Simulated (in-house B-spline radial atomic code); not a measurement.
**How G0W0 and RPA depend on the start: neutral xenon**

Configuration [Kr] 4d10 5s2 5p6. Computed with an all-electron radial atomic-structure program (B-spline basis): all electrons, scalar-relativistic (spin-free one-electron X2C), finite nucleus, each spin shell either full or empty, empty states to l = 9 with an (l + 1/2)⁻⁴ tail; G0W0 by contour deformation at full frequency.

Spin-orbit coupling, left out, splits p levels strongly here.

```tsv
start	mean-field 5p (eV)	G0W0 (eV)	QP weight	RPA correlation (Eh)
Hartree-Fock	-12.420	-13.024	0.943	-3.8954
LDA VWN5	-8.387	-12.380	0.851	-4.256
PBE	-8.236	?	?	?
PBE0	-9.523	-12.601	0.894	-4.1501
r2SCAN	-8.586	-12.518	0.876	-4.1865
HSE06	-9.099	-12.563	0.880	-4.161
B3LYP (VWN-RPA)	-9.242	-12.584	0.883	-4.1712
SCAN	-8.577	-12.477	0.876	-4.1842
TPSS	-8.348	-12.423	0.853	-4.2299
BHandHLYP	-10.624	-12.769	0.917	-4.06
CAM-B3LYP	-10.844	?	?	?
LC-wPBE	-12.264	-12.834	0.937	-4.1102
wB97X	-11.824	-12.896	0.933	-4.0945
PBEsol	-8.245	-12.367	0.847	-4.2522
BLYP	-8.055	-12.363	0.832	-4.2517
r2SCAN0	-9.751	-12.662	0.905	-4.1094
LDA exchange-only	-7.187	-12.314	0.787	-4.2539
```

What G0W0 level, weight and RPA correlation energy follow from the CAM-B3LYP start?

G0W0 level -12.784 eV, weight 0.919, RPA correlation -4.1204 hartree.

What G0W0 level, weight and RPA correlation energy follow from the PBE start?

G0W0 level -12.374 eV, weight 0.844, RPA correlation -4.25 hartree.

How much of the dependence on the start does G0W0 remove?

The mean-field levels span 5.23 eV and the G0W0 levels 0.71 eV. Against 12.130 eV (NIST, measured) the G0W0 removal energies are off by +0.18 to +0.89 eV, with spin-orbit coupling, Breit and QED terms left out.
